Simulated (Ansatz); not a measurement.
# Scandium, hcp under PBE: testing the Fermi-Dirac smearing

How small must the Fermi-Dirac smearing width be for energy and pressure to settle? The geometry was relaxed under PBE beforehand and stays fixed; 6 values are run, from 0.01 to 1.0 eV. Wanted are the values from which on the energy stays within 10 and 1 meV/atom, and the pressure within 0.5 GPa, of the narrowest run. Within the series other settings stay, but some runs also write fields, which adds to their time. Spin polarisation is left out.

Method: DFT PBE, plane waves with PAW, scalar-relativistic, in Ansatz 0.2.0.

## 1. Starting point

The structure is hexagonal, space group P6_3/mmc (No. 194). Conventional cell: a = 3.319 Å, b = 3.319 Å, c = 5.184 Å, α = 90.00°, β = 90.00°, γ = 120.00°. Around Sc (site symmetry -6m2) lie 12 Sc at 3.22 to 3.32 Å.

Coordinates:

```
Sc
1.0
     3.31936    0.00000    0.00000
    -1.65968    2.87465    0.00000
     0.00000    0.00000    5.18426
Sc
2
Cartesian
  0.0000 1.9164 1.2961
  1.6597 0.9582 3.8882
```

## 2. Run at 0.01 eV

The run at 0.01 eV.

Input file input.yaml:

```yaml
crystal:
  lattice:
    - [3.3193628924, 0.0, 0.0]
    - [-1.6596814462, 2.8746525892, 0.0]
    - [0.0, 0.0, 5.1842605006]
  atoms:
    - { symbol: Sc, position: [0.3333333333, 0.6666666667, 0.25] }
    - { symbol: Sc, position: [0.6666666667, 0.3333333333, 0.75] }
hamiltonian:
  xc: pbe
  pseudopotentials:
    kind: paw
    azcp:
      Sc: "pseudopotentials/Sc.paw.azcp"
basis:
  ecutwfc: 420
  fft_grid_basis: typed
kpoints:
  mp_grid: { grid: [11, 11, 6], shift: [0, 0, 0] }
magnetization:
  spin_polarized: false
scf:
  occupations: { method: fermi_dirac, width: 0.01 }
  lower_state_search: "off"
output:
  stress: true
```

Run with:

```bash
$ ansatz run input.yaml --threads 1 --pin off --max-ram 3584MiB --backend cpu --events-out ev --progress --plain --runs-dir out
```

## 3. Run at 0.03 eV

The run at 0.03 eV.

Changes to input.yaml since step 2:

```diff
@@ -22,3 +22,3 @@
 scf:
-  occupations: { method: fermi_dirac, width: 0.01 }
+  occupations: { method: fermi_dirac, width: 0.03 }
   lower_state_search: "off"
```

## 4. Run at 0.2 eV

The run at 0.2 eV.

Changes to input.yaml since step 3:

```diff
@@ -22,3 +22,3 @@
 scf:
-  occupations: { method: fermi_dirac, width: 0.03 }
+  occupations: { method: fermi_dirac, width: 0.2 }
   lower_state_search: "off"
```

## 5. Run at 0.3 eV

The run at 0.3 eV.

Changes to input.yaml since step 4:

```diff
@@ -22,3 +22,3 @@
 scf:
-  occupations: { method: fermi_dirac, width: 0.2 }
+  occupations: { method: fermi_dirac, width: 0.3 }
   lower_state_search: "off"
@@ -26 +26,5 @@
   stress: true
+  write_density: true
+  write_potential: true
+  elf: true
+  volumetric_format: npy
```

## 6. Run at 0.6 eV

The run at 0.6 eV.

Changes to input.yaml since step 5:

```diff
@@ -22,3 +22,3 @@
 scf:
-  occupations: { method: fermi_dirac, width: 0.3 }
+  occupations: { method: fermi_dirac, width: 0.6 }
   lower_state_search: "off"
@@ -26,5 +26 @@
   stress: true
-  write_density: true
-  write_potential: true
-  elf: true
-  volumetric_format: npy
```

## 7. Run at 1.0 eV

The run at 1.0 eV.

Changes to input.yaml since step 6:

```diff
@@ -22,3 +22,3 @@
 scf:
-  occupations: { method: fermi_dirac, width: 0.6 }
+  occupations: { method: fermi_dirac, width: 1.0 }
   lower_state_search: "off"
```

(Steps that only read results are left out.)

Q: Predict the outcome of this session.

As calculated:

| quantity | value |
| --- | --- |
| E(σ → 0) stays within 10 meV/atom of 0.01 eV | up to 0.2 eV |
| E(σ → 0) stays within 1 meV/atom | up to 0.03 eV |
| pressure stays within 0.5 GPa | up to 0.03 eV |
| pressure at 0.01 eV | -0.28 GPa |
| energy of a separate run on a finer mesh (18×18×10) | -0.9 meV/atom from 0.01 eV |

The far end, 1.0 eV, lies -290.1 meV/atom and +8.6 GPa from the yardstick. The free energy F moves by -2257.1 meV/atom over the range, and the estimate for σ → 0 by -290.1. With this scheme F falls about as the square of the width. The mesh (11×11×6) is fixed, so the narrowest widths carry a k-point error of their own. The yardstick itself is unsettled by 0.9 meV/atom against the finer mesh, so the thresholds above hold only within this series, and wider smearing, which averages over more states, can land nearer the fine-mesh value than the narrowest does.
